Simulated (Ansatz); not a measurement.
# C2H8Si (built from SMILES C[SiH2]C): a reaction path by the nudged elastic band

What path joins these two structures, and how high does it climb? Both ends were relaxed at PBE0-D4 in triple zeta.

Computed with Ansatz 0.2.0, Gaussian basis. Level: PBE0-D4/def2-SVP.

17 further runs of the same task are left out: 1 that didn't finish, 16 set aside as unsound or not needed.

### 1 Starting geometry

The first end: 11 atoms, charge 0, spin multiplicity 1.

Atoms are counted from 1 here; the program's logs count them from 0.

Bond lengths: Si1–C2 1.872 Å, Si1–H3 1.491 Å, Si1–H4 1.491 Å, Si1–C5 1.872 Å, C2–H6 1.092 Å, C2–H7 1.093 Å, C2–H8 1.093 Å, C5–H9 1.093 Å, C5–H10 1.092 Å, C5–H11 1.093 Å. Angles: C2–Si1–H3 109.5°, C2–Si1–H4 109.5°, C2–Si1–C5 111.5°, H3–Si1–H4 107.3°, H3–Si1–C5 109.5°, H4–Si1–C5 109.5°, Si1–C2–H6 111.1°, Si1–C2–H7 110.9°, Si1–C2–H8 110.9°, H6–C2–H7 108.0°, H6–C2–H8 108.0°, H7–C2–H8 108.0°, Si1–C5–H9 110.9°, Si1–C5–H10 111.1°, Si1–C5–H11 110.9°, H9–C5–H10 108.0°, H9–C5–H11 108.0°, H10–C5–H11 108.0°.

As a file:

```
Si   -0.70935   -0.11069   -0.10965
C     0.56869   -1.47532   -0.01849
H    -1.40176   -0.16472   -1.42938
H    -1.74309   -0.32599    0.94352
C     0.07173    1.57524    0.11741
H     0.10582   -2.45589   -0.15106
H     1.32611   -1.35224   -0.79677
H     1.07566   -1.47007    0.94975
H     0.81920    1.76578   -0.65685
H    -0.67949    2.36638    0.06236
H     0.56649    1.64744    1.08926
```

The second end:

```
Si   -1.4775    0.6128   -0.2659
C     0.4491   -1.6637   -0.3189
H    -0.3595   -1.2195   -0.9282
H    -1.6547    0.1043    1.1645
C     0.0289    1.7030    0.1138
H     0.3829   -2.7424   -0.4556
H     1.4021   -1.2873   -0.6860
H     0.3289   -1.4214    0.7351
H     0.5296    2.0684   -0.7844
H    -0.3916    2.5800    0.6308
H     0.7618    1.2657    0.7949
```

### 2 The band at PBE0-D4/def2-SVP

File neb/in.yaml:

```yaml
crystal:
  periodic: [false, false, false]
  atoms:
    - {symbol: Si, position_ang: [-0.709350, -0.110690, -0.109652]}
    - {symbol: C, position_ang: [0.568690, -1.475324, -0.018490]}
    - {symbol: H, position_ang: [-1.401762, -0.164722, -1.429382]}
    - {symbol: H, position_ang: [-1.743092, -0.325994, 0.943519]}
    - {symbol: C, position_ang: [0.071731, 1.575242, 0.117413]}
    - {symbol: H, position_ang: [0.105824, -2.455892, -0.151056]}
    - {symbol: H, position_ang: [1.326106, -1.352244, -0.796768]}
    - {symbol: H, position_ang: [1.075655, -1.470067, 0.949748]}
    - {symbol: H, position_ang: [0.819195, 1.765775, -0.656847]}
    - {symbol: H, position_ang: [-0.679493, 2.366375, 0.062356]}
    - {symbol: H, position_ang: [0.566495, 1.647439, 1.089257]}
basis:
  gaussian: {orbitals: def2-SVP}
hamiltonian: {xc: pbe0, dispersion: d4}
neb:
  images: 5
  climbing: true
  max_iterations: 40
  initial_path: idpp
  final_atoms:
    - {symbol: Si, position_ang: [-1.477488, 0.612809, -0.265892]}
    - {symbol: C, position_ang: [0.449078, -1.663676, -0.318918]}
    - {symbol: H, position_ang: [-0.359545, -1.219512, -0.928242]}
    - {symbol: H, position_ang: [-1.654687, 0.104345, 1.164462]}
    - {symbol: C, position_ang: [0.028866, 1.703027, 0.113839]}
    - {symbol: H, position_ang: [0.382941, -2.742447, -0.455560]}
    - {symbol: H, position_ang: [1.402117, -1.287350, -0.685972]}
    - {symbol: H, position_ang: [0.328887, -1.421442, 0.735139]}
    - {symbol: H, position_ang: [0.529591, 2.068402, -0.784428]}
    - {symbol: H, position_ang: [-0.391584, 2.580012, 0.630778]}
    - {symbol: H, position_ang: [0.761823, 1.265733, 0.794893]}
```

Launch:

```bash
$ ansatz run in.yaml --threads 2 --pin off --events-out ev --progress --plain --max-ram 4352MiB
```

What does the calculation give? Wanted: from earlier runs: barrier over the separately found saddle, CCSD(T)/def2-TZVPP.

The runs gave:

| quantity | value |
| --- | --- |
| PBE0-D4/def2-SVP, 9 iterations | highest 304.2 kJ/mol (image 3), last end +223.8 kJ/mol |
| from earlier runs: barrier over the separately found saddle, CCSD(T)/def2-TZVPP | 315.8 kJ/mol |

In words: The highest image lies 304.2 kJ/mol above the first end, and it climbed, so it estimates the saddle. The ends are not quite minima at this level (largest force component 0.29 eV/Å), so the heights are unreliable: relaxing the first end would lower it and raise the barrier above it. The highest image is 11.7 kJ/mol below the CCSD(T) barrier in triple zeta, which comes from separate runs on the saddle.
